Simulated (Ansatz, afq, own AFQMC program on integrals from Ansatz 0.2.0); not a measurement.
# BSiH, singlet in 6-31G, levels against full CI

```yaml
atoms:
  - { symbol: Si, position_ang: [0.0000, 0.0000, 1.3634] }
  - { symbol: B, position_ang: [0.0000, 0.0000, -4.2426] }
  - { symbol: H, position_ang: [0.0000, 0.0000, 2.8792] }
```

Connectivity, by distances: SiH ··· B.

Basis 6-31G. Only valence electrons are correlated. AFQMC by an in-house program on the Cholesky factors that Ansatz 0.2.0 writes for its CCSD(T) run. ph-AFQMC/CISD is guided by a CISD state made of CCSD amplitudes; releasing the constraint for a short imaginary time cuts its bias at the price of noise, slowly where states lie close. ± is one standard error of the sampling.

Determinant: UHF, the one that the program's search chose, which needn't be the lowest solution. The geometry is a point of a scan.

Full CI on the same integrals is exact in this basis and with this determinant's frozen core.

Cautions: unrestricted determinant spin contaminated (⟨S²⟩ 1.00 against 0.00); the next higher spin lies close (within 5 meV by full CI); the determinant fills πx and πy unequally, so it mixes two states of the linear molecule, and each level undoes that mixture to a different degree, while full CI gives the lower state; CCSDT(Q) on the RHF determinant differs (38 meV higher), perhaps since the unrestricted series falls towards higher spin; walk and cluster series may follow different spin states.

```
T1 diagnostic                               : 0.0078
weight of the determinant in the CISD state : 0.900
⟨S²⟩ of the determinant                     : 1.004
size of the correlated space                : 8 electrons in 18 orbitals
```

```csv
level,correlation energy (eV)
MP2,-1.4296
CCSD,-2.3517
CCSD(T),-2.3697
```

Question: Estimate where full CI lies against CCSD(T) on the same integrals.

Answer: 0.36 mEh below CCSD(T).

Reference: full CI, correlation energy -2.380 eV. The released energy is read at 2.40 1/Eh (meV from the phaseless value at times in 1/Eh: -0.8 ± 1.1 at 0.24, -2.1 ± 1.1 at 0.51, -3.4 ± 1.2 at 0.99, -5.8 ± 1.0 at 1.62, -8.1 ± 1.3 at 2.40). The cautions show a poor starting determinant, so the rows tell how each method copes with it here, and full CI is the sure value.

```tsv
level	E − E(reference) (mEh)	share of correlation (%)
CCSD(T)	0.36	99.59
CCSDT	0.06	99.93
CCSDT(Q)	0.04	99.96
ph-AFQMC/CISD	0.33 ± 0.05	99.63
released AFQMC	0.03 ± 0.05	99.97
```

CCSDT and higher add their correlation energy to the determinant of the CCSD(T) run, since their own runs factorise the integrals more tightly (a shift of under 2 meV). Released energies are given only where the last usable release times agree within the noise; a slower fall can still hide under it.
